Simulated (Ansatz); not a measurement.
# CH4F: the cost of one run

Computed with Ansatz 0.2.0 (the levels named in each step, unless a step's input says otherwise).

## Step 1: The system as given

Bond lengths: F1–H3 0.933 Å, C2–H4 1.067 Å, C2–H5 1.068 Å, C2–H6 1.068 Å. Angles: H4–C2–H5 120.4°, H4–C2–H6 119.9°, H5–C2–H6 119.7°.

As a file:

```xyz
6

F    -1.2228    0.5093   -0.7830
C     1.6067   -0.6592    1.0974
H    -0.9309    0.2191   -1.6198
H     0.6566   -0.2021    0.9335
H     2.2951   -0.7798    0.2897
H     1.8804   -0.9814    2.0777
```

## Step 2: A rough first relaxation, PBE-D4/def2-SVP

This run stands in another session on the same molecule. It ended at:

```xyz
6

F    -0.9442    0.1805   -0.8411
C     1.3226   -0.4632    0.7742
H    -0.2279   -0.2627   -0.4080
H     1.0373    0.5884    0.9191
H     2.1205   -0.7149    0.0607
H     0.9770   -1.2222    1.4907
```

## Step 3: Relaxation, HF/STO-3G

input.yaml

```yaml
crystal:
  periodic: [false, false, false]
  atoms:
    - { symbol: F, position_ang: [-0.94422796, 0.18054895, -0.841081] }
    - { symbol: C, position_ang: [1.32259833, -0.46324526, 0.77415233] }
    - { symbol: H, position_ang: [-0.22793806, -0.26270529, -0.4080466] }
    - { symbol: H, position_ang: [1.03732658, 0.58839035, 0.91909202] }
    - { symbol: H, position_ang: [2.12045919, -0.71485821, 0.06074312] }
    - { symbol: H, position_ang: [0.97702193, -1.22221054, 1.49072014] }
magnetization:
  spin_polarized: true
  initial_magnetization: 1
basis:
  gaussian: { orbitals: STO-3G }
hamiltonian:
  xc: hf
relax:
  f_tol: 0.002
  max_steps: 150
```

Launch:

```
$ ansatz run input.yaml --threads 2 --pin off --max-ram 5120MiB --backend cpu --events-out ev --progress --plain --runs-dir out
```

Q: Estimate wall time and peak memory on 2 threads of Intel Xeon Platinum 8259CL at 2.50GHz (Skylake/Cascade Lake), shared host.

About 1.9 s, with a peak of 0.1 GiB.
